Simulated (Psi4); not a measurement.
# HOF (hypofluorous acid), run twice

Aim: the excited states of HOF (hypofluorous acid) at CIS/aug-cc-pVDZ-DK (sfX2C, density fitting, save jk yes).

The calculation is run with Psi4 1.11.

4 further runs of the same task are left out: 4 set aside as unsound or not needed.

## (1) The molecule

HOF: 3 atoms, total charge 0, spin state singlet. As SMILES, `OF`. The coordinates come from a GFN2-xTB relaxation.

Bond lengths: O1–F2 1.386 Å, O1–H3 0.971 Å. Angles: F2–O1–H3 102.3°.

## (2) Try one

calc.dat

```
memory 1600 MB

molecule system {
  0 1
  O      0.414430    -0.197140     0.208800
  F     -0.212000     1.020440    -0.004820
  H     -0.202430    -0.823300    -0.203980
  symmetry c1
}

set basis aug-cc-pVDZ-DK
set save_jk true
set relativistic x2c

from psi4.driver.procrouting.response.scf_response import tdscf_excitations
e_tot, wfn = energy("pbe1pbe", return_wfn=True)
states = tdscf_excitations(wfn, states=3, tda=True)
```

On the command line:

```sh
$ psi4 -i calc.dat -o calc.out -n 1
```

calc.out:

```text
Psi4 1.11 release

psi4.driver.p4util.exceptions.MissingMethodError: Method=pbe1pbe is not available for any derivative level.

Printing out the relevant lines from the Psithon --> Python processed input file:
    core.IO.set_default_namespace("system")
    core.set_global_option("BASIS", "aug-cc-pVDZ-DK")
    core.set_global_option("SAVE_JK", "true")
    core.set_global_option("RELATIVISTIC", "x2c")
    from psi4.driver.procrouting.response.scf_response import tdscf_excitations
--> e_tot, wfn = energy("pbe1pbe", return_wfn=True)
    states = tdscf_excitations(wfn, states=3, tda=True)

!------------------------------------------------------------!
!                                                            !
!  Method=pbe1pbe is not available for any derivative level. !
!                                                            !
!------------------------------------------------------------!

    Psi4 run time: 0:00:00.09
```

Run time: 0.78 s. Hardware: 1 thread of Intel Xeon 6975P-C (Granite Rapids), shared host; peak memory 0.14 GiB.

## (3) Diagnosis

The input was rejected.

The telling line is `Method=pbe1pbe is not available for any derivative level.`. What is wrong: the keyword for the method is given a word that it doesn't take. To mend it: method CIS in place of PBE1PBE.

## (4) The mended input

calc.inp

```
memory 1600 MB

molecule mol {
  0 1
  O      0.414430    -0.197140     0.208800
  F     -0.212000     1.020440    -0.004820
  H     -0.202430    -0.823300    -0.203980
  symmetry c1
}

set {
  basis aug-cc-pVDZ-DK
  save_jk true
  relativistic x2c
}

from psi4.driver.procrouting.response.scf_response import tdscf_excitations
energy_value, wavefunction = energy("hf", return_wfn=True)
states = tdscf_excitations(wavefunction, states=3, tda=True)
```

On the command line:

```sh
$ psi4 -i calc.inp -o calc.out -n 1
```

calc.out:

```text
[...]
  Running in c1 symmetry.
[...]
  Nuclear repulsion =   34.420598141556617
[...]
  Multiplicity = 1
[...]
  Nalpha       = 9
  Nbeta        = 9
[...]
    Number of basis functions: 55
[...]
    WARNING: The X2C and Dirac Hamiltonians have substatially different eigenvalues!
             This is probably caused by the recontraction of the basis set.
[...]
   @DF-RHF iter   1:  -174.87260712877310   -6.41483e-01   4.63931e-03 ADIIS/DIIS
[...]
   @DF-RHF iter   9:  -174.90159332481807   -2.49813e-08   4.53231e-07 DIIS
[...]
    Orbital Energies [Eh]
    ---------------------
    Doubly Occupied:
       1A    -26.388605     2A    -20.713149     3A     -1.676921
       4A     -1.316275     5A     -0.789997     6A     -0.734708
       7A     -0.703875     8A     -0.600937     9A     -0.536666
[...]
  @DF-RHF Final Energy:  -174.90159332481807
   => Energetics <=
    Nuclear Repulsion Energy =             34.4205981415566171
    One-Electron Energy =                -311.7221072489837184
    Two-Electron Energy =                 102.3999157826090425
    Total Energy =                       -174.9015933248180374
[...]
 Multipole Moments:
 ------------------------------------------------------------------------------------
     Multipole            Electronic (a.u.)      Nuclear  (a.u.)        Total (a.u.)
 ------------------------------------------------------------------------------------
 L = 1.  Multiply by 2.5417464519 to convert [e a0] to [Debye]
 Dipole X            :         -0.3459539           -0.0795225           -0.4254764
 Dipole Y            :          1.0156510           -1.7430680           -0.7274170
 Dipole Z            :          0.0000000            0.0000000            0.0000000
 Magnitude           :                                                    0.8427132
[...]
**********                               WARNING                                **********
**********       The names of excited state variables changed between 1.5       **********
[...]
**********                               WARNING                                **********
**********  Length-gauge rotatory strengths are **NOT** gauge-origin invariant  **********
[...]
                                    Excitation Energy         Total Energy        Oscillator Strength             Rotatory Strength
[...]
Excited State    1 (1 A):   0.22054 au   206.60 nm f = 0.0000
[...]
Excited State    2 (1 A):   0.30373 au   150.01 nm f = 0.0103
[...]
Excited State    3 (1 A):   0.35033 au   130.06 nm f = 0.0126
[...]
**********                               WARNING                                **********
**********       The names of excited state variables changed between 1.5       **********
[...]
```

Wall time 1.6 s (1 thread of Intel Xeon 6975P-C (Granite Rapids), shared host); peak memory 0.21 GiB.

The roots found:

| excited state | energy (eV) | strength | label |
| --- | --- | --- | --- |
| 1 | 6.001 | 0.0000 | A 1 |
| 2 | 8.265 | 0.0103 | A 1 |
| 3 | 9.533 | 0.0126 | A 1 |

## (5) Results

Level: CIS/aug-cc-pVDZ-DK (sfX2C, density fitting, save jk yes).

```
                             quantity          value
    ground-state or mean-field energy  -174.90159 Eh
 dipole moment (Hartree–Fock density)         2.14 D
  HOMO energy (Hartree–Fock orbitals)      -14.60 eV
  LUMO energy (Hartree–Fock orbitals)        0.94 eV
HOMO–LUMO gap (Hartree–Fock orbitals)       15.54 eV
             lowest excitation energy        6.00 eV
```

What this shows: The brightest of the 3 transitions from the ground state lies at 9.53 eV (130 nm, f = 0.013); the lowest, at 6.00 eV, has f = 0.000.
